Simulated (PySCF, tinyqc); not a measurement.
FCI on RHF in the sto-6g basis, frozen core, for LiH, spin multiplicity 1, step by step. The lowest restricted solution is unstable here: a spin-polarised one lies 0.0397 hartree lower (PySCF). One step of it, computed by the program tinyqc.

Task: FCI: determinants and Hamiltonian. Slater-Condon rules over spin orbitals, with the nuclear repulsion and the energy of the frozen orbital added and E(HF) subtracted on the diagonal. Only determinants linked to the reference directly or through others are kept (one block of an abelian symmetry group), so some states are absent.

one-electron integrals dressed by the frozen orbital, h + 2 (pq|11) - (p1|1q) (hartree), lower triangle:
```
           2          3          4          5          6
2  -0.624154
3   0.072697  -0.326196
4   0.000000   0.000000  -0.278458
5   0.000000   0.000000   0.000000  -0.278458
6   0.102348  -0.079659   0.000000   0.000000  -0.350144
```

energy of the frozen orbital, 2 h_11 + (11|11) = -7.62334999 hartree

Two-electron integrals over orbitals (pq|rs), unique and non-zero (hartree); the lowest 1 orbital is frozen and left out:
```
(22|22) 0.424714    (32|22) -0.072697   (32|32) 0.035801    (33|22) 0.212551
(33|32) 0.018824    (33|33) 0.314990    (42|42) 0.020517    (43|42) 0.021966
(43|43) 0.041504    (44|22) 0.225892    (44|32) 0.024294    (44|33) 0.275320
(44|44) 0.313125    (52|52) 0.020517    (53|52) 0.021966    (53|53) 0.041504
(54|54) 0.016875    (55|22) 0.225892    (55|32) 0.024294    (55|33) 0.275320
(55|44) 0.279374    (55|55) 0.313125    (62|22) -0.102348   (62|32) 0.058891
(62|33) 0.013529    (62|44) 0.047156    (62|55) 0.047156    (62|62) 0.132934
(63|22) 0.069275    (63|32) -0.030029   (63|33) -0.037272   (63|44) -0.014680
(63|55) -0.014680   (63|62) -0.047242   (63|63) 0.041751    (64|42) 0.016572
(64|43) 0.009665    (64|64) 0.017871    (65|52) 0.016572    (65|53) 0.009665
(65|65) 0.017871    (66|22) 0.386092    (66|32) -0.050073   (66|33) 0.241668
(66|44) 0.251387    (66|55) 0.251387    (66|62) -0.065505   (66|63) 0.046139
(66|66) 0.375218
```

nuclear repulsion = 0.60339477 hartree

Hartree-Fock energy = -7.84354805 hartree

Give: determinants; H - E(HF) between determinants.

Result:

Occupation strings over the orbitals (2 doubly, a alpha, b beta, 0 empty; spin orbitals ordered 1a 1b 2a 2b ...): 220000 2ab000 2a000b 2ba000 2b000a 202000 20a00b 200200 200020 20b00a 200002

H - E(HF) between determinants (hartree), lower triangle:
```
         220000   2ab000   2a000b   2ba000   2b000a   202000   20a00b   200200
220000   0.0000
2ab000   0.0000   0.0858
2a000b   0.0000  -0.0104   0.2354
2ba000   0.0000  -0.0358  -0.0589   0.0858
2b000a   0.0000  -0.0589  -0.1329  -0.0104   0.2354
202000   0.0358   0.0915  -0.0300  -0.0915   0.0300   0.4862
20a00b   0.0589  -0.0300   0.0226  -0.1159   0.0472  -0.1169   0.3889
200200   0.0205   0.0220   0.0166  -0.0220  -0.0166   0.0415   0.0097   0.5798
200020   0.0205   0.0220   0.0166  -0.0220  -0.0166   0.0415   0.0097   0.0169
20b00a  -0.0589  -0.1159   0.0472  -0.0300   0.0226   0.1169  -0.0418  -0.0097
200002   0.1329  -0.0472   0.0368   0.0472  -0.0368   0.0418  -0.0335   0.0179

         200020  20b00a  200002
200020   0.5798
20b00a  -0.0097  0.3889
200002   0.0179  0.0335  0.4985
```
